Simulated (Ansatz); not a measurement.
```yaml
crystal:
  periodic: [false, false, false]
  atoms:
    - {symbol: Fe, position_ang: [0.000000, 0.000000, 0.000000]}
    - {symbol: B, position_ang: [0.000000, 0.000000, 2.160000]}
basis:
  gaussian: {orbitals: def2-TZVP}
total_charge: 1
hamiltonian: {xc: pbe0}
relax: {f_tol: 0.004, max_steps: 80}
```

```sh
$ ansatz run in.yaml --threads 1 --pin off --events-out ev --progress --plain --max-ram 2176MiB
```

Steps of the relaxation (energy above the last step; positions in Å, forces in eV/Å):

```
2
step 1, 1512.7 meV
Fe    0.000    0.000    0.000    0.000    0.000    2.926
B     0.000    0.000    2.160    0.000    0.000   -2.926
```

```
2
step 2, 573.5 meV
Fe    0.000    0.000    0.139    0.000    0.000    3.443
B     0.000    0.000    2.021    0.000    0.000   -3.443
```

```
2
step 3, 280.6 meV
Fe    0.000    0.000    0.334    0.000    0.000   -4.788
B     0.000    0.000    1.826    0.000    0.000    4.788
```

```
2
step 4, 0.2 meV
Fe    0.000    0.000    0.267    0.000    0.000    0.108
B     0.000    0.000    1.893    0.000    0.000   -0.108
```

```
2
step 7, 0.0 meV
Fe    0.000    0.000    0.269    0.000    0.000    0.000
B     0.000    0.000    1.891    0.000    0.000    0.000
```

Close pairs at the end: Fe1–B2 1.622 Å.

A stationary point of restricted PBE0 after 7 steps (its stability towards spin polarisation wasn't tested). 16 s on 1 thread of Intel Xeon Platinum 8488C, shared host.
